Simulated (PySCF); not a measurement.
**hydrofluoric acid (HF): NMR shifts at several levels of theory**

Aim: compute the NMR shifts of hydrofluoric acid (HF) (`F`) at several levels, and see how far they spread and what each costs.

The runs use PySCF 2.14.0, with density-fitted response routines of our own; the level of theory stands in each step. All values are computed, except where a source is named. Atoms count from 0, in the outputs and in this text.

## (1) The starting structure

2 atoms, charge 0, multiplicity 1; geometry from: GFN2-xTB. The atoms were then displaced at random by about 0.01 Å, so the start is not that level's minimum.

Bonds of the start (Å): F0–H1 0.96.

## (2) Relaxing the molecule at PBE0-D3(BJ)/def2-SVP

The job: settings as JSON, then the geometry in Å.

```
{"job": {"xc": "PBE0", "basis": "def2-SVP", "d3": "d3bj", "grid": 1, "shake": 0.01, "kind": "geom"}, "charge": 0, "multiplicity": 1}
F      0.487970    -0.028370     0.001240
H     -0.470490    -0.000450    -0.013370
```

The run is started by

```sh
$ OMP_NUM_THREADS=1 python probes_run.py task.json out
```

One launch serves the whole session: the jobs run in the order shown.

Output:

```text
step   0  E = -100.25689883  max force = 0.039777
step   1  E = -100.25287237  max force = 0.090492
step   2  E = -100.25824427  max force = 0.015004
step   3  E = -100.25843462  max force = 0.003073
step   4  E = -100.25844335  max force = 0.000190
optimisation converged
```

Run time: 0.69 s. Hardware: 1 thread of Arm Neoverse V2, shared host.

The steps of the relaxation: (the energy doesn't fall at every step)

```csv
step,energy from step 0 (eV),largest force component (eV/Å)
0,0.0000,2.0454
1,0.1096,4.6533
2,-0.0366,0.7715
3,-0.0418,0.1580
4,-0.0420,0.0098
```

The bond:

| bond | before (Å) | after (Å) | change (Å) |
| --- | --- | --- | --- |
| F0–H1 | 0.959 | 0.920 | -0.039 |

The final coordinates are the input of the step that follows.

| at the end point | value |
| --- | --- |
| point group (found at 0.08 Å tolerance) | Cinfv |
| rotational constants (GHz, main isotopes) | 623.7, 623.7 |
| dipole moment (D) | 1.86 |

## (3) Nuclear shieldings: PBE0/pcSseg-2

The job: settings as JSON, then the geometry in Å.

```
{"job": {"kind": "nmr", "xc": "PBE0", "basis": "pcSseg-2", "pop": false}, "charge": 0, "multiplicity": 1}
F     -0.413619    -0.191150     0.039208
H      0.431104     0.162330    -0.051338
```

Method: GIAO PBE0/pcSseg-2 NMR shielding, non-relativistic, gas phase.

Output:

```text
coarse grid: 1712 points
cycle   1  E = -100.3577341741  dE = -3.816e-02  |g| = 4.990e-01  |ddm| = 6.682e-01
cycle   2  E = -100.3250001769  dE =  3.273e-02  |g| = 7.161e-01  |ddm| = 4.653e-01
cycle   3  E = -100.3972761956  dE = -7.228e-02  |g| = 2.270e-02  |ddm| = 2.547e-01
cycle   4  E = -100.3973456317  dE = -6.944e-05  |g| = 4.240e-03  |ddm| = 9.345e-03
cycle   5  E = -100.3973474457  dE = -1.814e-06  |g| = 2.695e-04  |ddm| = 1.311e-03
final grid: 16976 points
cycle   6  E = -100.3941215791  dE = -2.750e-05  |g| = 3.499e-03  |ddm| = 7.747e-03
cycle   7  E = -100.3941204403  dE =  1.139e-06  |g| = 4.471e-03  |ddm| = 2.486e-03
cycle   8  E = -100.3941231129  dE = -2.673e-06  |g| = 1.815e-04  |ddm| = 1.484e-03
cycle   9  E = -100.3941231169  dE = -3.971e-09  |g| = 1.382e-05  |ddm| = 6.167e-05
cycle  10  E = -100.3941231169  dE = -2.463e-11  |g| = 2.665e-06  |ddm| = 5.781e-06
converged SCF energy = -100.3941231169

GIAO shielding tensors (ppm)
atom      isotropic    diamagn.    paramagn.     s11        s22        s33       span
  0 F      410.896     463.821     -52.925    375.537    375.537    481.614    106.077
  1 H       29.190      29.666      -0.477     21.753     21.753     44.063     22.310
```

It took 0.35 s on 1 thread of Arm Neoverse V2, shared host.

The references, computed at this level on geometries of the same kind, shield at (ppm): 1H TMS 31.25, 19F CFCl3 175.8. Their shielding less the atom's gives the shift. The references are single molecules in the gas phase, so shifts against H2O, NH3, PH3, H3PO4 or CFCl3 are not on the usual liquid scales and can be off by tens of ppm.

```
atoms             environment  σ (ppm)  δ (ppm)
   H1  hydrogen on a fluorine    29.19     2.06
   F0    fluorine bonded to H    410.9   -235.1
```

## (4) NMR shieldings: mPW1PW91/pcSseg-2

The job: settings as JSON, then the geometry in Å.

```
{"job": {"kind": "nmr", "xc": "mPW1PW91", "basis": "pcSseg-2", "pop": false}, "charge": 0, "multiplicity": 1}
F     -0.413619    -0.191150     0.039208
H      0.431104     0.162330    -0.051338
```

Method: GIAO mPW1PW91/pcSseg-2 NMR shielding, non-relativistic, gas phase.

Output:

```text
coarse grid: 1712 points
cycle   1  E = -100.4294374542  dE = -3.696e-02  |g| = 5.130e-01  |ddm| = 6.704e-01
cycle   2  E = -100.3952283033  dE =  3.421e-02  |g| = 7.345e-01  |ddm| = 4.740e-01
cycle   3  E = -100.4707964884  dE = -7.557e-02  |g| = 2.241e-02  |ddm| = 2.595e-01
cycle   4  E = -100.4708638381  dE = -6.735e-05  |g| = 4.185e-03  |ddm| = 8.852e-03
cycle   5  E = -100.4708655986  dE = -1.760e-06  |g| = 2.791e-04  |ddm| = 1.443e-03
final grid: 16976 points
cycle   6  E = -100.4670046109  dE = -2.727e-05  |g| = 3.342e-03  |ddm| = 7.254e-03
cycle   7  E = -100.4670036440  dE =  9.669e-07  |g| = 4.211e-03  |ddm| = 2.426e-03
cycle   8  E = -100.4670059984  dE = -2.354e-06  |g| = 1.956e-04  |ddm| = 1.385e-03
cycle   9  E = -100.4670060029  dE = -4.590e-09  |g| = 1.588e-05  |ddm| = 7.154e-05
cycle  10  E = -100.4670060030  dE = -3.288e-11  |g| = 3.141e-06  |ddm| = 6.522e-06
converged SCF energy = -100.4670060030

GIAO shielding tensors (ppm)
atom      isotropic    diamagn.    paramagn.     s11        s22        s33       span
  0 F      410.350     463.947     -53.597    374.626    374.626    481.799    107.173
  1 H       29.218      29.670      -0.452     21.802     21.802     44.050     22.248
```

Run time: 0.29 s. Hardware: 1 thread of Arm Neoverse V2, shared host.

This run: δ F0 -233.2, H1 2.08 ppm.

## (5) NMR shieldings: WP04/pcSseg-2

The job: settings as JSON, then the geometry in Å.

```
{"job": {"kind": "nmr", "xc": "WP04", "basis": "pcSseg-2", "pop": false}, "charge": 0, "multiplicity": 1}
F     -0.413619    -0.191150     0.039208
H      0.431104     0.162330    -0.051338
```

Level: GIAO WP04/pcSseg-2 NMR shielding, non-relativistic, gas phase.

Output:

```text
coarse grid: 1712 points
cycle   1  E = -102.1387013688  dE =  1.532e-02  |g| = 8.062e-01  |ddm| = 6.949e-01
cycle   2  E = -101.9924814648  dE =  1.462e-01  |g| = 1.292e+00  |ddm| = 7.473e-01
cycle   3  E = -102.2313504856  dE = -2.389e-01  |g| = 2.782e-02  |ddm| = 4.798e-01
cycle   4  E = -102.2314814548  dE = -1.310e-04  |g| = 6.689e-03  |ddm| = 1.290e-02
cycle   5  E = -102.2314860414  dE = -4.587e-06  |g| = 1.446e-03  |ddm| = 2.292e-03
final grid: 16976 points
cycle   6  E = -102.2248837228  dE = -5.111e-05  |g| = 3.030e-03  |ddm| = 9.211e-03
cycle   7  E = -102.2248830123  dE =  7.105e-07  |g| = 3.625e-03  |ddm| = 1.971e-03
cycle   8  E = -102.2248847400  dE = -1.728e-06  |g| = 5.103e-04  |ddm| = 1.296e-03
cycle   9  E = -102.2248847714  dE = -3.140e-08  |g| = 2.268e-05  |ddm| = 1.663e-04
cycle  10  E = -102.2248847714  dE = -5.389e-11  |g| = 5.722e-06  |ddm| = 1.027e-05
converged SCF energy = -102.2248847714

GIAO shielding tensors (ppm)
atom      isotropic    diamagn.    paramagn.     s11        s22        s33       span
  0 F      405.656     466.291     -60.635    366.117    366.118    484.731    118.614
  1 H       29.132      29.489      -0.358     21.886     21.886     43.623     21.737
```

It took 0.29 s on 1 thread of Arm Neoverse V2, shared host.

In short: δ F0 -228.3, H1 2.48 ppm.

## (6) Shielding tensors: B97-2/pcSseg-2

The job: settings as JSON, then the geometry in Å.

```
{"job": {"kind": "nmr", "xc": "B97-2", "basis": "pcSseg-2", "pop": false}, "charge": 0, "multiplicity": 1}
F     -0.413619    -0.191150     0.039208
H      0.431104     0.162330    -0.051338
```

Level: GIAO B97-2/pcSseg-2 NMR shielding, non-relativistic, gas phase.

Output:

```text
coarse grid: 1712 points
cycle   1  E = -100.4221047786  dE = -2.841e-02  |g| = 5.366e-01  |ddm| = 6.726e-01
cycle   2  E = -100.3780445088  dE =  4.406e-02  |g| = 7.921e-01  |ddm| = 5.024e-01
cycle   3  E = -100.4671727383  dE = -8.913e-02  |g| = 2.147e-02  |ddm| = 2.837e-01
cycle   4  E = -100.4672345753  dE = -6.184e-05  |g| = 4.508e-03  |ddm| = 9.292e-03
cycle   5  E = -100.4672365800  dE = -2.005e-06  |g| = 3.497e-04  |ddm| = 1.441e-03
final grid: 16976 points
cycle   6  E = -100.4622747590  dE = -2.835e-05  |g| = 9.511e-03  |ddm| = 9.668e-03
cycle   7  E = -100.4622638403  dE =  1.092e-05  |g| = 1.303e-02  |ddm| = 7.165e-03
cycle   8  E = -100.4622866940  dE = -2.285e-05  |g| = 1.636e-04  |ddm| = 4.229e-03
cycle   9  E = -100.4622866967  dE = -2.705e-09  |g| = 2.446e-05  |ddm| = 6.269e-05
cycle  10  E = -100.4622866967  dE = -7.415e-11  |g| = 3.644e-06  |ddm| = 1.048e-05
converged SCF energy = -100.4622866967

GIAO shielding tensors (ppm)
atom      isotropic    diamagn.    paramagn.     s11        s22        s33       span
  0 F      409.874     464.115     -54.241    373.848    373.848    481.927    108.079
  1 H       29.303      29.730      -0.427     21.920     21.920     44.069     22.149
```

Run time: 0.28 s. Hardware: 1 thread of Arm Neoverse V2, shared host.

This run: δ F0 -232.5, H1 2.06 ppm.

## (7) NMR shieldings: BHandHLYP/pcSseg-2

The job: settings as JSON, then the geometry in Å.

```
{"job": {"kind": "nmr", "xc": "BHandHLYP", "basis": "pcSseg-2", "pop": false}, "charge": 0, "multiplicity": 1}
F     -0.413619    -0.191150     0.039208
H      0.431104     0.162330    -0.051338
```

Level: GIAO BHandHLYP/pcSseg-2 NMR shielding, non-relativistic, gas phase.

Output:

```text
coarse grid: 1712 points
cycle   1  E = -100.4185772139  dE = -7.959e-02  |g| = 4.728e-01  |ddm| = 6.643e-01
cycle   2  E = -100.4179957288  dE =  5.815e-04  |g| = 5.206e-01  |ddm| = 3.759e-01
cycle   3  E = -100.4545882947  dE = -3.659e-02  |g| = 2.231e-02  |ddm| = 1.733e-01
cycle   4  E = -100.4546533469  dE = -6.505e-05  |g| = 3.949e-03  |ddm| = 6.237e-03
cycle   5  E = -100.4546560817  dE = -2.735e-06  |g| = 3.971e-04  |ddm| = 2.386e-03
final grid: 16976 points
cycle   6  E = -100.4511471736  dE = -1.361e-05  |g| = 1.586e-03  |ddm| = 4.855e-03
cycle   7  E = -100.4511473620  dE = -1.884e-07  |g| = 1.225e-03  |ddm| = 8.574e-04
cycle   8  E = -100.4511475540  dE = -1.920e-07  |g| = 2.661e-04  |ddm| = 4.486e-04
cycle   9  E = -100.4511475658  dE = -1.182e-08  |g| = 2.056e-05  |ddm| = 1.061e-04
cycle  10  E = -100.4511475660  dE = -1.684e-10  |g| = 3.973e-06  |ddm| = 1.797e-05
converged SCF energy = -100.4511475660

GIAO shielding tensors (ppm)
atom      isotropic    diamagn.    paramagn.     s11        s22        s33       span
  0 F      411.526     463.928     -52.403    376.315    376.316    481.947    105.632
  1 H       28.702      29.404      -0.703     21.125     21.125     43.855     22.731
```

It took 0.29 s on 1 thread of Arm Neoverse V2, shared host.

Key values: δ F0 -209.5, H1 2.75 ppm.

## (8) Nuclear shieldings: CAM-B3LYP/pcSseg-2

The job: settings as JSON, then the geometry in Å.

```
{"job": {"kind": "nmr", "xc": "CAM-B3LYP", "basis": "pcSseg-2", "pop": false}, "charge": 0, "multiplicity": 1}
F     -0.413619    -0.191150     0.039208
H      0.431104     0.162330    -0.051338
```

Method: GIAO CAM-B3LYP/pcSseg-2 NMR shielding, non-relativistic, gas phase.

Output:

```text
coarse grid: 1712 points
cycle   1  E = -100.4338886283  dE = -6.880e-02  |g| = 5.010e-01  |ddm| = 6.650e-01
cycle   2  E = -100.4215077272  dE =  1.238e-02  |g| = 6.273e-01  |ddm| = 4.186e-01
cycle   3  E = -100.4735947424  dE = -5.209e-02  |g| = 2.638e-02  |ddm| = 2.019e-01
cycle   4  E = -100.4736716036  dE = -7.686e-05  |g| = 4.292e-03  |ddm| = 6.849e-03
cycle   5  E = -100.4736741555  dE = -2.552e-06  |g| = 3.548e-04  |ddm| = 2.557e-03
final grid: 16976 points
cycle   6  E = -100.4683896563  dE = -2.525e-05  |g| = 2.173e-03  |ddm| = 6.491e-03
cycle   7  E = -100.4683897026  dE = -4.633e-08  |g| = 2.064e-03  |ddm| = 1.191e-03
cycle   8  E = -100.4683902341  dE = -5.315e-07  |g| = 3.044e-04  |ddm| = 6.945e-04
cycle   9  E = -100.4683902474  dE = -1.333e-08  |g| = 2.546e-05  |ddm| = 1.082e-04
cycle  10  E = -100.4683902476  dE = -1.965e-10  |g| = 4.680e-06  |ddm| = 1.948e-05
converged SCF energy = -100.4683902476

GIAO shielding tensors (ppm)
atom      isotropic    diamagn.    paramagn.     s11        s22        s33       span
  0 F      412.457     463.392     -50.935    377.828    377.828    481.716    103.888
  1 H       29.021      29.711      -0.689     21.571     21.571     43.921     22.350
```

It took 0.36 s on 1 thread of Arm Neoverse V2, shared host.

In short: δ F0 -226.4, H1 2.32 ppm.

## (9) NMR shieldings: wB97X-D/pcSseg-2

The job: settings as JSON, then the geometry in Å.

```
{"job": {"kind": "nmr", "xc": "wB97X-D", "basis": "pcSseg-2", "pop": false}, "charge": 0, "multiplicity": 1}
F     -0.413619    -0.191150     0.039208
H      0.431104     0.162330    -0.051338
```

Level: GIAO wB97X-D/pcSseg-2 NMR shielding, non-relativistic, gas phase.

Output:

```text
coarse grid: 1712 points
cycle   1  E = -100.4290448479  dE = -8.359e-02  |g| = 4.969e-01  |ddm| = 6.700e-01
cycle   2  E = -100.4293615044  dE = -3.167e-04  |g| = 5.510e-01  |ddm| = 3.719e-01
cycle   3  E = -100.4681886629  dE = -3.883e-02  |g| = 2.518e-02  |ddm| = 1.647e-01
cycle   4  E = -100.4682575823  dE = -6.892e-05  |g| = 4.507e-03  |ddm| = 7.527e-03
cycle   5  E = -100.4682608998  dE = -3.317e-06  |g| = 4.274e-04  |ddm| = 3.627e-03
final grid: 16976 points
cycle   6  E = -100.4652582284  dE = -3.563e-05  |g| = 5.124e-03  |ddm| = 1.033e-02
cycle   7  E = -100.4652579524  dE =  2.760e-07  |g| = 5.447e-03  |ddm| = 3.397e-03
cycle   8  E = -100.4652615871  dE = -3.635e-06  |g| = 1.338e-04  |ddm| = 1.541e-03
cycle   9  E = -100.4652615949  dE = -7.804e-09  |g| = 2.447e-05  |ddm| = 1.706e-04
cycle  10  E = -100.4652615952  dE = -3.381e-10  |g| = 3.196e-06  |ddm| = 3.202e-05
converged SCF energy = -100.4652615952

GIAO shielding tensors (ppm)
atom      isotropic    diamagn.    paramagn.     s11        s22        s33       span
  0 F      410.289     463.584     -53.295    374.512    374.513    481.841    107.329
  1 H       29.269      29.755      -0.486     21.876     21.876     44.055     22.179
```

Wall time 0.34 s (1 thread of Arm Neoverse V2, shared host).

In short: δ F0 -223.9, H1 2.09 ppm.

## (10) NMR shieldings: LC-wPBE/pcSseg-2

The job: settings as JSON, then the geometry in Å.

```
{"job": {"kind": "nmr", "xc": "LC-wPBE", "basis": "pcSseg-2", "pop": false}, "charge": 0, "multiplicity": 1}
F     -0.413619    -0.191150     0.039208
H      0.431104     0.162330    -0.051338
```

Method: GIAO LC-wPBE/pcSseg-2 NMR shielding, non-relativistic, gas phase.

Output:

```text
coarse grid: 1712 points
cycle   1  E = -100.4049826810  dE = -1.029e-01  |g| = 4.925e-01  |ddm| = 6.622e-01
cycle   2  E = -100.4111617689  dE = -6.179e-03  |g| = 5.110e-01  |ddm| = 3.605e-01
cycle   3  E = -100.4434602407  dE = -3.230e-02  |g| = 2.838e-02  |ddm| = 1.470e-01
cycle   4  E = -100.4435407243  dE = -8.048e-05  |g| = 5.338e-03  |ddm| = 1.028e-02
cycle   5  E = -100.4435462621  dE = -5.538e-06  |g| = 5.286e-04  |ddm| = 5.595e-03
final grid: 16976 points
cycle   6  E = -100.4415597293  dE = -4.501e-05  |g| = 2.852e-03  |ddm| = 9.799e-03
cycle   7  E = -100.4415600487  dE = -3.194e-07  |g| = 2.599e-03  |ddm| = 1.653e-03
cycle   8  E = -100.4415607680  dE = -7.193e-07  |g| = 2.162e-04  |ddm| = 7.630e-04
cycle   9  E = -100.4415608045  dE = -3.649e-08  |g| = 3.181e-05  |ddm| = 1.088e-04
cycle  10  E = -100.4415608049  dE = -4.334e-10  |g| = 6.630e-06  |ddm| = 2.781e-05
converged SCF energy = -100.4415608049

GIAO shielding tensors (ppm)
atom      isotropic    diamagn.    paramagn.     s11        s22        s33       span
  0 F      414.750     463.474     -48.723    381.372    381.372    481.507    100.136
  1 H       29.130      29.821      -0.691     21.658     21.658     44.075     22.417
```

It took 0.46 s on 1 thread of Arm Neoverse V2, shared host.

In short: δ F0 -211.1, H1 2.19 ppm.

## (11) Shielding tensors: PBE0/STO-3G

The job: settings as JSON, then the geometry in Å.

```
{"job": {"kind": "nmr", "xc": "PBE0", "basis": "STO-3G", "pop": true}, "charge": 0, "multiplicity": 1}
F     -0.413619    -0.191150     0.039208
H      0.431104     0.162330    -0.051338
```

Level: GIAO PBE0/STO-3G NMR shielding, non-relativistic, gas phase.

Output:

```text
coarse grid: 1712 points
cycle   1  E = -98.8151822141  dE = -2.413e-03  |g| = 3.198e-01  |ddm| = 1.189e+00
cycle   2  E = -98.8515203528  dE = -3.634e-02  |g| = 1.547e-01  |ddm| = 8.055e-01
cycle   3  E = -98.8609935222  dE = -9.473e-03  |g| = 1.641e-03  |ddm| = 2.507e-01
cycle   4  E = -98.8609947005  dE = -1.178e-06  |g| = 2.719e-05  |ddm| = 3.098e-03
final grid: 16976 points
cycle   5  E = -98.8485595877  dE = -1.736e-06  |g| = 9.685e-04  |ddm| = 4.192e-03
cycle   6  E = -98.8485598699  dE = -2.822e-07  |g| = 4.554e-04  |ddm| = 2.186e-03
cycle   7  E = -98.8485599515  dE = -8.158e-08  |g| = 1.524e-06  |ddm| = 7.141e-04
cycle   8  E = -98.8485599515  dE = -1.265e-12  |g| = 1.237e-07  |ddm| = 3.496e-06
converged SCF energy = -98.8485599515

GIAO shielding tensors (ppm)
atom      isotropic    diamagn.    paramagn.     s11        s22        s33       span
  0 F      387.121     456.790     -69.669    341.466    341.466    478.430    136.965
  1 H       35.983      30.311       5.672     31.785     31.785     44.379     12.595
```

Run time: 0.21 s. Hardware: 1 thread of Arm Neoverse V2, shared host.

Key values: δ F0 -82.7, H1 -3.38 ppm.

## (12) Shielding tensors: PBE0/6-31G

The job: settings as JSON, then the geometry in Å.

```
{"job": {"kind": "nmr", "xc": "PBE0", "basis": "6-31G", "pop": true}, "charge": 0, "multiplicity": 1}
F     -0.413619    -0.191150     0.039208
H      0.431104     0.162330    -0.051338
```

Level: GIAO PBE0/6-31G NMR shielding, non-relativistic, gas phase.

Output:

```text
coarse grid: 1712 points
cycle   1  E = -100.2536564335  dE = -1.012e-02  |g| = 5.340e-01  |ddm| = 8.699e-01
cycle   2  E = -100.2406682396  dE =  1.299e-02  |g| = 6.439e-01  |ddm| = 6.705e-01
cycle   3  E = -100.3030727208  dE = -6.240e-02  |g| = 4.646e-03  |ddm| = 3.440e-01
cycle   4  E = -100.3030777665  dE = -5.046e-06  |g| = 4.270e-04  |ddm| = 5.042e-03
final grid: 16976 points
cycle   5  E = -100.3073059279  dE = -6.290e-06  |g| = 1.299e-03  |ddm| = 4.429e-03
cycle   6  E = -100.3073058886  dE =  3.925e-08  |g| = 1.451e-03  |ddm| = 1.573e-03
cycle   7  E = -100.3073062056  dE = -3.170e-07  |g| = 4.092e-05  |ddm| = 7.690e-04
cycle   8  E = -100.3073062059  dE = -2.925e-10  |g| = 5.525e-06  |ddm| = 2.639e-05
converged SCF energy = -100.3073062059

GIAO shielding tensors (ppm)
atom      isotropic    diamagn.    paramagn.     s11        s22        s33       span
  0 F      401.741     467.675     -65.934    361.168    361.169    482.886    121.718
  1 H       31.423      28.155       3.268     25.400     25.400     43.468     18.067
```

It took 0.32 s on 1 thread of Arm Neoverse V2, shared host.

In short: δ F0 -224.4, H1 1.19 ppm.

## (13) Comparing the runs: NMR shifts

Shifts (ppm), with basis size and wall time:

```csv
run,H1,F0,functions,time
PBE0/pcSseg-2,2.06,-235.1,50,0.35 s
mPW1PW91/pcSseg-2,2.08,-233.2,50,0.29 s
WP04/pcSseg-2,2.48,-228.3,50,0.29 s
B97-2/pcSseg-2,2.06,-232.5,50,0.28 s
BHandHLYP/pcSseg-2,2.75,-209.5,50,0.29 s
CAM-B3LYP/pcSseg-2,2.32,-226.4,50,0.36 s
wB97X-D/pcSseg-2,2.09,-223.9,50,0.34 s
LC-wPBE/pcSseg-2,2.19,-211.1,50,0.46 s
PBE0/STO-3G,-3.38,-82.7,6,0.21 s
PBE0/6-31G,1.19,-224.4,11,0.32 s
```

## (14) What came out

| quantity | value |
| --- | --- |
| point group | Cinfv |
| rotational constants (main isotopes) | 623.66, 623.66 GHz |
| 1H shifts against TMS (PBE0/pcSseg-2) | 2.06 ppm |
| 19F shifts against CFCl3 (PBE0/pcSseg-2) | -235.1 ppm |
| range of the shift of F0 | -235.1 to -82.7 ppm |
| property runs in this session | 10, of which 0 failed and 1 gave unsound results |

Single values in the summary come from the first run of each kind that ended normally (PBE0/pcSseg-2), which need not be the best level. The optimisation took 4 steps and gained 0.042 eV; among the close pairs (by a distance rule), F0–H1 changed most, from 0.959 to 0.920 Å. At PBE0/pcSseg-2: Shielding is most anisotropic at F0 (span 106 ppm, paramagnetic term -53 ppm). Across the 10 runs the shift of F0 moves most, between -235.1 (PBE0/pcSseg-2) and -82.7 ppm (PBE0/STO-3G). A minimal basis is unusable for shieldings, so that end is no result. Most of that comes from the computed reference, not from the atom's own shielding.
